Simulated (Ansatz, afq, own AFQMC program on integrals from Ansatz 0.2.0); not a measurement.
# SiH4F (doublet): AFQMC on the coupled-cluster ladder at distance Si1–H5 along a hydrogen transfer = 1.723 Å, cc-pVTZ

Aim: compute SiH4F (doublet) with auxiliary-field quantum Monte Carlo on the same integrals as coupled cluster, and set the energies side by side.

The runs use Ansatz 0.2.0, Gaussian basis, and an in-house AFQMC program (afq) on its integrals; all values are calculated; cc-pVTZ, frozen cores.

To be run: PBE (unrestricted); CCSD(T) on UHF; r2SCAN (unrestricted); PBE0 (unrestricted); B3LYP (unrestricted); wB97M-V (unrestricted); B2PLYP (unrestricted); Phaseless AFQMC, CISD trial on UHF; Phaseless AFQMC, single-determinant trial on UHF.

## 1. What is computed

The geometry derives from fragments relaxed apart (PBE0/def2-TZVP) and kept rigid, so it is no stationary point. A hydrogen atom is moved between rigid fragments.

6 atoms, charge 0, spin multiplicity 2.

Atoms are counted from 1 here; the program's logs count them from 0.

Bond lengths: Si1–H2 1.485 Å, Si1–H3 1.485 Å, Si1–H4 1.485 Å, H5–F6 0.995 Å. Angles: H2–Si1–H3 109.5°, H2–Si1–H4 109.5°, H3–Si1–H4 109.5°.

As a file:

```xyz
6

Si   -1.0149    0.0000    0.0000
H    -1.5098    1.3997    0.0000
H    -1.5098   -0.6999    1.2122
H    -1.5098   -0.6999   -1.2122
H     0.7081    0.0000    0.0000
F     1.7031    0.0000    0.0000
```

## 2. PBE (unrestricted)

in.yaml

```yaml
crystal:
  periodic: [false, false, false]
  atoms:
    - {symbol: Si, position_ang: [-1.014913, 0.000000, 0.000000]}
    - {symbol: H, position_ang: [-1.509785, 1.399708, 0.000000]}
    - {symbol: H, position_ang: [-1.509784, -0.699854, 1.212183]}
    - {symbol: H, position_ang: [-1.509785, -0.699854, -1.212183]}
    - {symbol: H, position_ang: [0.708087, 0.000000, 0.000000]}
    - {symbol: F, position_ang: [1.703087, 0.000000, 0.000000]}
basis:
  gaussian: {orbitals: cc-pVTZ}
magnetization: {spin_polarized: true, initial_magnetization: 1}
hamiltonian: {xc: {name: PBE}}
output: {orbitals: {seedname: orbitals}}
```

Run with:

```sh
> ansatz run in.yaml --threads 1 --pin off --events-out ev --progress --plain --max-ram 8192MiB --backend cpu
```

Log:

```text
Functional definition: PBE
  name "PBE"
  cite "Perdew, Burke & Ernzerhof, Phys. Rev. Lett. 77, 3865 (1996) doi:10.1103/PhysRevLett.77.3865"
  parent pbe
  parameter kappa = 0.804
  parameter beta = 0.06672455060314922
  exchange = pbe_x(kappa = kappa, mu = beta*pi^2/3)
  correlation = pbe_c(beta = beta)
661 factors; their error is unknown
mean field evaluation 1: about -10650.1943 eV, gradient 2.4e1 eV
mean field evaluation 2: about -10644.8828 eV, gradient 5.0e1 eV
mean field evaluation 4: about -10652.0366 eV, gradient 1.0e0 eV
mean field evaluation 8: about -10652.0108 eV, gradient 1.9e-2 eV
mean field evaluation 16: about -10652.0108 eV, gradient 2.4e-5 eV
mean field -10652.01078878 eV, -391.4541762955 hartree, gradient 2.4e-5 eV, S^2 0.752425; 0 other end points of the search recorded, 0 dependent functions left out
reference -10652.01082275 eV, -391.4541775437 hartree; 14, 13 occupied and 106, 107 virtual orbitals, 661 factors
Total energy: -10652.01082275 eV, -391.4541775437 hartree
```

Wall time 1.7 s (1 thread of AMD EPYC 7R13 (Zen 3), shared host); peak memory 2.1 GiB.

From the report: ⟨S²⟩ of the determinant 0.752 (pure doublet: 0.75).

## 3. CCSD(T) on UHF

in.yaml: that of step 2 with these lines changed.

```diff
@@ -12,3 +12,2 @@
 magnetization: {spin_polarized: true, initial_magnetization: 1}
-hamiltonian: {xc: {name: PBE}}
-output: {orbitals: {seedname: orbitals}}
+correlation: {method: ccsd_t, electrons: outside_noble_gas, hamiltonian_folder: ham}
```

Run with:

```sh
> ansatz run in.yaml --threads 1 --pin off --events-out ev --progress --plain --max-ram 24576MiB --backend cuda --devices 0, --max-vram 18GiB
```

Log, cut to the lines that bear on the results:

```text
Functional definition: HF
  name "HF"
  cite "Fock, Z. Phys. 61, 126 (1930) doi:10.1007/BF01340294"
  parent pbe
[...]
701 factors; integrals over basis functions are off by at most 1.0e-3 eV
[...]
mean field -10630.53863407 eV, -390.6650891642 hartree, gradient 2.3e-6 eV, S^2 0.761068; 0 other end points of the search recorded, 0 dependent functions left out
6 core orbitals not correlated: weight in the atoms' cores, before any rotation towards them, 1.000 or more for the frozen orbitals, at most 0.000 for the correlated occupied ones
reference -10630.53863407 eV, -390.6650891642 hartree; 8, 7 occupied and 106, 107 virtual orbitals, 701 factors
second order -10.89012855 eV of doubles, -0.00000000 eV of singles
cycle   1  -11.25983460 eV  change   -3.7e-1 eV  update   7.5e-2
[...]
cycle  10  -11.63438529 eV  change    4.8e-6 eV  update   1.0e-5
perturbative correction -0.31746268 eV, -0.0116665382 hartree
Total energy: -10642.49048203 eV, -391.1043114755 hartree
```

It took 4.6 s on 1 × NVIDIA H100 80GB HBM3 with 1 thread of AMD EPYC 7R13 (Zen 3), shared host; peak host memory 2.1 GiB.

From the report: ⟨S²⟩ of the determinant 0.761 (pure doublet: 0.75); correlation -11.9518 eV; T1 0.014; largest double amplitude 0.03.

This run also writes the integrals to the folder ham.

## 4. r2SCAN (unrestricted)

in.yaml: that of step 3 with these lines changed.

```diff
@@ -12,2 +12,2 @@
 magnetization: {spin_polarized: true, initial_magnetization: 1}
-correlation: {method: ccsd_t, electrons: outside_noble_gas, hamiltonian_folder: ham}
+hamiltonian: {xc: {name: r2SCAN}}
```

Run with:

```sh
> ansatz run in.yaml --threads 1 --pin off --events-out ev --progress --plain --max-ram 8192MiB --backend cpu
```

Log:

```text
Functional definition: r2SCAN
  name "r2SCAN"
  cite "Furness, Kaplan, Ning, Perdew & Sun, J. Phys. Chem. Lett. 11, 8208 (2020) doi:10.1021/acs.jpclett.0c02405"
  cite "Furness, Kaplan, Ning, Perdew & Sun, J. Phys. Chem. Lett. 11, 9248 (2020) doi:10.1021/acs.jpclett.0c03077"
  parent r2scan
  parameter k0 = 0.174
  parameter k1 = 0.065
  parameter a1 = 4.9479
  exchange = r2scan_x(k0 = k0, k1 = k1, a1 = a1)
  correlation = r2scan_c
661 factors; their error is unknown
mean field evaluation 1: about -10655.4658 eV, gradient 2.3e1 eV
mean field evaluation 2: about -10652.1109 eV, gradient 4.2e1 eV
mean field evaluation 4: about -10657.0394 eV, gradient 8.0e-1 eV
mean field evaluation 8: about -10657.0106 eV, gradient 1.4e-1 eV
mean field evaluation 16: about -10657.0106 eV, gradient 2.7e-5 eV
mean field -10657.01062649 eV, -391.6379169422 hartree, gradient 2.7e-5 eV, S^2 0.755244; 0 other end points of the search recorded, 0 dependent functions left out
reference -10657.01063760 eV, -391.6379173506 hartree; 14, 13 occupied and 106, 107 virtual orbitals, 661 factors
Total energy: -10657.01063760 eV, -391.6379173506 hartree
```

Run time: 3.6 s. Hardware: 1 thread of AMD EPYC 7R13 (Zen 3), shared host; peak memory 2.1 GiB.

From the report: ⟨S²⟩ of the determinant 0.755 (pure doublet: 0.75).

## 5. PBE0 (unrestricted)

in.yaml: that of step 4 with these lines changed.

```diff
@@ -12,2 +12,3 @@
 magnetization: {spin_polarized: true, initial_magnetization: 1}
-hamiltonian: {xc: {name: r2SCAN}}
+hamiltonian: {xc: {name: PBE0}}
+output: {orbitals: {seedname: orbitals}}
```

Launched as before.

Log:

```text
Functional definition: PBE0
  name "PBE0"
  cite "Adamo & Barone, J. Chem. Phys. 110, 6158 (1999) doi:10.1063/1.478522"
  cite "Perdew, Burke & Ernzerhof, Phys. Rev. Lett. 77, 3865 (1996) doi:10.1103/PhysRevLett.77.3865"
  parent pbe
  parameter a = 0.25
  parameter kappa = 0.804
  parameter beta = 0.06672455060314922
  exchange = (1 - a)*pbe_x(kappa = kappa, mu = beta*pi^2/3) + a*exact_x
  correlation = pbe_c(beta = beta)
670 factors; their error is unknown
mean field evaluation 1: about -10651.4086 eV, gradient 2.1e1 eV
mean field evaluation 2: about -10649.5375 eV, gradient 3.4e1 eV
mean field evaluation 4: about -10652.7774 eV, gradient 4.3e-1 eV
mean field evaluation 8: about -10652.8112 eV, gradient 5.2e-3 eV
mean field -10652.81120920 eV, -391.4835912033 hartree, gradient 3.9e-5 eV, S^2 0.753565; 0 other end points of the search recorded, 0 dependent functions left out
reference -10652.81123488 eV, -391.4835921470 hartree; 14, 13 occupied and 106, 107 virtual orbitals, 670 factors
Total energy: -10652.81123488 eV, -391.4835921470 hartree
```

It took 2.2 s on 1 thread of AMD EPYC 7R13 (Zen 3), shared host; peak memory 2.1 GiB.

From the report: ⟨S²⟩ of the determinant 0.754 (pure doublet: 0.75).

## 6. B3LYP (unrestricted)

in.yaml: that of step 5 with these lines changed.

```diff
@@ -12,3 +12,2 @@
 magnetization: {spin_polarized: true, initial_magnetization: 1}
-hamiltonian: {xc: {name: PBE0}}
-output: {orbitals: {seedname: orbitals}}
+hamiltonian: {xc: {name: B3LYP}}
```

Launched as before.

Log, cut to the lines that bear on the results:

```text
Functional definition: B3LYP
  name "B3LYP"
  cite "Stephens, Devlin, Chabalowski & Frisch, J. Phys. Chem. 98, 11623 (1994) doi:10.1021/j100096a001"
  cite "Becke, Phys. Rev. A 38, 3098 (1988) doi:10.1103/PhysRevA.38.3098"
  cite "Lee, Yang & Parr, Phys. Rev. B 37, 785 (1988) doi:10.1103/PhysRevB.37.785"
  cite "Vosko, Wilk & Nusair, Can. J. Phys. 58, 1200 (1980) doi:10.1139/p80-159"
[...]
670 factors; their error is unknown
[...]
mean field -10659.66505201 eV, -391.7354652809 hartree, gradient 1.5e-5 eV, S^2 0.752561; 0 other end points of the search recorded, 0 dependent functions left out
reference -10659.66526927 eV, -391.7354732650 hartree; 14, 13 occupied and 106, 107 virtual orbitals, 670 factors
Total energy: -10659.66526927 eV, -391.7354732650 hartree
```

It took 2.2 s on 1 thread of AMD EPYC 7R13 (Zen 3), shared host; peak memory 2.1 GiB.

From the report: ⟨S²⟩ of the determinant 0.753 (pure doublet: 0.75).

## 7. wB97M-V (unrestricted)

in.yaml: that of step 6 with these lines changed.

```diff
@@ -12,2 +12,3 @@
 magnetization: {spin_polarized: true, initial_magnetization: 1}
-hamiltonian: {xc: {name: B3LYP}}
+hamiltonian: {xc: {name: wB97M-V}}
+output: {orbitals: {seedname: orbitals}}
```

The command is unchanged.

Log, cut to the lines that bear on the results:

```text
Functional definition: wB97M-V
  name "wB97M-V"
  cite "Mardirossian & Head-Gordon, J. Chem. Phys. 144, 214110 (2016) doi:10.1063/1.4952647"
  cite "Becke, J. Chem. Phys. 107, 8554 (1997) doi:10.1063/1.475007"
  cite "Vydrov & Van Voorhis, J. Chem. Phys. 133, 244103 (2010) doi:10.1063/1.3521275"
  # Of w^i u^j: cxij and so on, Table III.
[...]
  gx(w, u) = 1 - cx + cx01*u + cx10*w
  gss(w, u) = css00 + css04*u^4 + css10*w + css20*w^2 + css43*w^4*u^3
  gos(w, u) = cos00 + cos10*w + (cos20 + cos21*u)*w^2 + (cos60 + cos61*u)*w^6
[...]
      + integral(e_c_pw_mod_opposite_spin*gos(b97_w_opposite, b97_u_opposite)) + vv10(b, c)
670 factors; their error is unknown
163 factors; integrals over basis functions are off by at most 1.4e-5 eV
[...]
mean field -10656.94593382 eV, -391.6355395307 hartree, gradient 4.4e-5 eV, S^2 0.751890; 0 other end points of the search recorded, 0 dependent functions left out
reference -10656.94597142 eV, -391.6355409122 hartree; 14, 13 occupied and 106, 107 virtual orbitals, 670 factors
Total energy: -10656.94597142 eV, -391.6355409122 hartree
```

Run time: 7 s. Hardware: 1 thread of AMD EPYC 7R13 (Zen 3), shared host; peak memory 2.1 GiB.

From the report: ⟨S²⟩ of the determinant 0.752 (pure doublet: 0.75).

## 8. B2PLYP (unrestricted)

in.yaml: that of step 7 with these lines changed.

```diff
@@ -12,3 +12,3 @@
 magnetization: {spin_polarized: true, initial_magnetization: 1}
-hamiltonian: {xc: {name: wB97M-V}}
-output: {orbitals: {seedname: orbitals}}
+hamiltonian: {xc: {name: B2PLYP}}
+correlation: {electrons: outside_noble_gas}
```

The command is unchanged.

Log, cut to the lines that bear on the results:

```text
Functional definition: B2PLYP
  name "B2PLYP"
  cite "Grimme, J. Chem. Phys. 124, 034108 (2006) doi:10.1063/1.2148954"
  cite "Becke, Phys. Rev. A 38, 3098 (1988) doi:10.1103/PhysRevA.38.3098"
  cite "Lee, Yang & Parr, Phys. Rev. B 37, 785 (1988) doi:10.1103/PhysRevB.37.785"
[...]
701 factors; integrals over basis functions are off by at most 1.0e-3 eV
[...]
mean field -10650.42777063 eV, -391.3960014516 hartree, gradient 3.3e-6 eV, S^2 0.755499; 0 other end points of the search recorded, 0 dependent functions left out
6 core orbitals not correlated: weight in the atoms' cores, before any rotation towards them, 1.000 or more for the frozen orbitals, at most 0.000 for the correlated occupied ones
reference -10650.42790851 eV, -391.3960065186 hartree; 8, 7 occupied and 106, 107 virtual orbitals, 701 factors
second order -13.04081337 eV of doubles, -0.00000000 eV of singles
Total energy: -10653.94892812 eV, -391.5254016026 hartree
```

Wall time 3.3 s (1 thread of AMD EPYC 7R13 (Zen 3), shared host); peak memory 2.1 GiB.

From the report: ⟨S²⟩ of the determinant 0.755 (pure doublet: 0.75).

## 9. Phaseless AFQMC, CISD trial on UHF

It reads the integrals that the CCSD(T) run on this determinant wrote.

Run with:

```sh
> afq ham --method phaseless --trial cisd --walkers 600 --populations 10 --least-time 60 --time-step 0.005 --steps-per-block 50 --equilibration-blocks 28 --max-blocks 4000 --target-error 0.00023 --factor-cut 1e-05 --start spin_pure --seed 8418 --release-times 0.24,0.51,0.99,1.5 --release-step 0.03 --release-every 4 --taylor-order 6
```

Log:

```text
orbitals 114  electrons 8 7  factors 696 of 701
reference energy -390.66508916 Eh
CCSD correlation -0.42755591 Eh in 13 cycles, weight of the determinant in the CISD state 0.8758
energy of the start -391.091959 Eh
 block  time / (1/Eh)  mean weight  energy / Eh
     1     0.250  0.9996  -391.089501
     2     0.500  0.9997  -391.093597
     3     0.750  1.0007  -391.097123
     4     1.000  0.9996  -391.099880
     5     1.250  1.0017  -391.107467
     6     1.500  0.9987  -391.106185
     7     1.750  1.0015  -391.101707
     8     2.000  1.0004  -391.102473
     9     2.250  1.0002  -391.104469
    10     2.500  1.0003  -391.104901
    13     3.250  0.9996  -391.103666
    17     4.250  0.9999  -391.109145
    21     5.250  1.0006  -391.108726
    25     6.250  0.9991  -391.103845
    29     7.250  1.0002  -391.104312
    33     8.250  1.0006  -391.105127
    37     9.250  0.9999  -391.101752
    41    10.250  1.0002  -391.104352
    45    11.250  0.9992  -391.105760
    49    12.250  1.0004  -391.104482
    53    13.250  0.9995  -391.105017
    57    14.250  0.9994  -391.101248
    61    15.250  1.0009  -391.100910
    65    16.250  0.9993  -391.106406
    69    17.250  0.9985  -391.105642
    73    18.250  0.9996  -391.102793
    77    19.250  0.9983  -391.103185
    81    20.250  1.0000  -391.105420
    85    21.250  1.0012  -391.106865
    89    22.250  1.0003  -391.102740
    93    23.250  1.0006  -391.106748
    97    24.250  0.9998  -391.104535
   101    25.250  1.0006  -391.106512
   105    26.250  1.0021  -391.106402
   109    27.250  0.9999  -391.103515
   113    28.250  0.9995  -391.103881
   117    29.250  1.0001  -391.107354
   121    30.250  1.0002  -391.101794
   125    31.250  0.9993  -391.105774
   129    32.250  0.9983  -391.103462
   133    33.250  0.9998  -391.109189
   137    34.250  0.9997  -391.103056
   141    35.250  0.9990  -391.103208
   145    36.250  0.9997  -391.107623
   149    37.250  1.0007  -391.103863
   153    38.250  0.9997  -391.105108
   157    39.250  1.0015  -391.105024
   161    40.250  1.0004  -391.103482
   165    41.250  0.9997  -391.108384
   169    42.250  0.9996  -391.104273
   173    43.250  1.0011  -391.108079
   177    44.250  1.0004  -391.106831
   181    45.250  1.0004  -391.103264
   185    46.250  0.9988  -391.107560
error from the spread of 10 populations
released: time / (1/Eh)  energy / Eh  error  mean overlap
  0.24  -391.105124  0.000299  0.9981
  0.51  -391.105270  0.000240  0.9908
  0.99  -391.105340  0.000318  0.9863
  1.50  -391.105046  0.000391  0.9741
energy -391.104673 +/- 0.000229 Eh
```

Run time: 1.7 min. Hardware: 1 × NVIDIA H100 80GB HBM3 with 2 threads of AMD EPYC 7R13 (Zen 3), shared host; peak host memory 2.1 GiB.

Energy -10642.5003 ± 0.0062 eV. Caveats: constraint bias not in the error.

## 10. Phaseless AFQMC, single-determinant trial on UHF

It reads the integrals that the CCSD(T) run on this determinant wrote.

Run with:

```sh
> afq ham --method phaseless --trial hf --walkers 600 --populations 10 --least-time 40 --time-step 0.005 --steps-per-block 20 --equilibration-blocks 112 --max-blocks 4000 --target-error 0.00115 --factor-cut 1e-05 --start spin_pure --seed 4398 --taylor-order 6
```

Log:

```text
orbitals 114  electrons 8 7  factors 696 of 701
reference energy -390.66508916 Eh
CCSD correlation -0.42755591 Eh in 13 cycles, weight of the determinant in the CISD state 0.8758
energy of the start -390.665441 Eh
 block  time / (1/Eh)  mean weight  energy / Eh
     1     0.100  1.0042  -390.838314
     2     0.200  1.0043  -390.913003
     3     0.300  1.0033  -390.969375
     4     0.400  1.0013  -390.996729
     5     0.500  1.0011  -391.007503
     6     0.600  1.0029  -391.017348
     7     0.700  1.0017  -391.053147
     8     0.800  1.0007  -391.064233
     9     0.900  1.0009  -391.054251
    10     1.000  1.0002  -391.057327
    12     1.200  1.0005  -391.100396
    23     2.300  0.9983  -391.084426
    34     3.400  1.0006  -391.106434
    45     4.500  1.0007  -391.090076
    56     5.600  1.0017  -391.122468
    67     6.700  1.0003  -391.113353
    78     7.800  1.0014  -391.126297
    89     8.900  1.0000  -391.106136
   100    10.000  0.9998  -391.120495
   111    11.100  1.0005  -391.086344
   122    12.200  1.0008  -391.106284
   133    13.300  1.0002  -391.103723
   144    14.400  1.0025  -391.113301
   155    15.500  1.0009  -391.110756
   166    16.600  1.0007  -391.129229
   177    17.700  1.0012  -391.127621
   188    18.800  0.9999  -391.111264
   199    19.900  0.9985  -391.112544
   210    21.000  1.0011  -391.104751
   221    22.100  0.9981  -391.110764
   232    23.200  1.0000  -391.096300
   243    24.300  1.0008  -391.108672
   254    25.400  0.9987  -391.108939
   265    26.500  1.0005  -391.109388
   276    27.600  1.0005  -391.118402
   287    28.700  0.9998  -391.103294
   298    29.800  0.9991  -391.098892
   309    30.900  1.0027  -391.107898
   320    32.000  1.0006  -391.102595
   331    33.100  1.0005  -391.095305
   342    34.200  0.9995  -391.117213
   353    35.300  0.9984  -391.109838
   364    36.400  1.0002  -391.099383
   375    37.500  1.0003  -391.128762
   386    38.600  1.0011  -391.114963
   397    39.700  0.9997  -391.110797
   408    40.800  0.9993  -391.099574
   419    41.900  1.0003  -391.113148
   430    43.000  1.0008  -391.111708
   441    44.100  0.9993  -391.108980
   452    45.200  1.0009  -391.103974
error from the spread of 10 populations
energy -391.105969 +/- 0.001143 Eh
```

It took 36 s on 1 × NVIDIA H100 80GB HBM3 with 2 threads of AMD EPYC 7R13 (Zen 3), shared host; peak host memory 2.1 GiB.

Energy -10642.5356 ± 0.0311 eV. Caveats: constraint bias not in the error.

## 11. AFQMC on the ladder

On the UHF determinant, counted from CCSD(T) (a yardstick, not exact):

```
                                                             level  energy (eV)  from CCSD(T) (meV)  statistical error (meV)     time
                                                                HF  -10630.5386            +11951.8                                  
                                                               MP2  -10641.4288             +1061.7                                  
                                                              CCSD  -10642.1730              +317.5                                  
                                                           CCSD(T)  -10642.4905                 0.0                                  
              Phaseless AFQMC, CISD trial, step 0.005, 600 walkers  -10642.5003                -9.8                      6.2  1.7 min
Phaseless AFQMC, single-determinant trial, step 0.005, 600 walkers  -10642.5356               -45.1                     31.1     36 s
```

The functionals' totals stand on their own zeros and serve differences with other points: PBE -10652.011 eV; r2SCAN -10657.011 eV; PBE0 -10652.811 eV; B3LYP -10659.665 eV; wB97M-V -10656.946 eV; B2PLYP -10653.949 eV.

## 12. Outcome

```
                                                     quantity             value
              Phaseless AFQMC, CISD trial on UHF from CCSD(T)    -9.8 ± 6.2 meV
Phaseless AFQMC, single-determinant trial on UHF from CCSD(T)  -45.1 ± 31.1 meV
```

On UHF the phaseless walk with the CISD trial lies -9.8 meV from CCSD(T), within three error bars. Error bars are statistical and leave out the constraint, the time step and what remains of the start.
